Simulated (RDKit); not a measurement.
RDKit input (MMFF94):

```python
from rdkit import Chem
from rdkit.Chem import AllChem, rdDetermineBonds

mol = Chem.MolFromXYZFile('mol.xyz')
rdDetermineBonds.DetermineBonds(mol, charge=-1)
print('SMILES', Chem.MolToSmiles(Chem.RemoveHs(mol)))
ff = AllChem.MMFFGetMoleculeForceField(mol, AllChem.MMFFGetMoleculeProperties(mol))
e0 = ff.CalcEnergy()
flag = ff.Minimize(maxIts=5000, forceTol=1e-5)
print(f'energy {e0:.4f} -> {ff.CalcEnergy():.4f} kcal/mol, converged: {flag == 0}')
print(Chem.MolToXYZBlock(mol))
```
mol.xyz:
```
13

C      0.81479888     1.92924708    -0.00777014
C      0.71633025     0.41681840    -0.00644526
C     -0.68396967    -0.26204958     0.00611309
C     -0.64024257    -1.79586882     0.00618996
H     -1.63532024    -2.25614759     0.01510746
H      0.29747525     2.33140678     0.88496235
H      0.28180331     2.33087096    -0.89147906
H     -0.09590746    -2.16573186     0.88202235
H     -0.11144236    -2.16626300    -0.87888645
H      1.24186665     0.00119532    -0.88684820
H      1.25731985     0.00172366     0.86479926
H     -1.24636938     0.09676764    -0.86431870
H     -1.23092689     0.09729561     0.88611510
```

Output:

```
SMILES [CH2-]CCC
energy 8.1856 -> -2.5365 kcal/mol, converged: True
13

C      0.546264    1.862267   -0.005524
C      0.660645    0.376027   -0.006386
C     -0.713776   -0.288008    0.006806
C     -0.598124   -1.804365    0.005926
H     -1.593073   -2.260356    0.015475
H      0.455882    2.402480    0.929720
H      0.438082    2.402194   -0.939042
H     -0.054423   -2.156828    0.888263
H     -0.071337   -2.157088   -0.886509
H      1.223788    0.063549   -0.893083
H      1.240576    0.063818    0.869518
H     -1.292947    0.027658   -0.869607
H     -1.276143    0.027916    0.894004
```

The dipole moment of an ion depends on the origin.
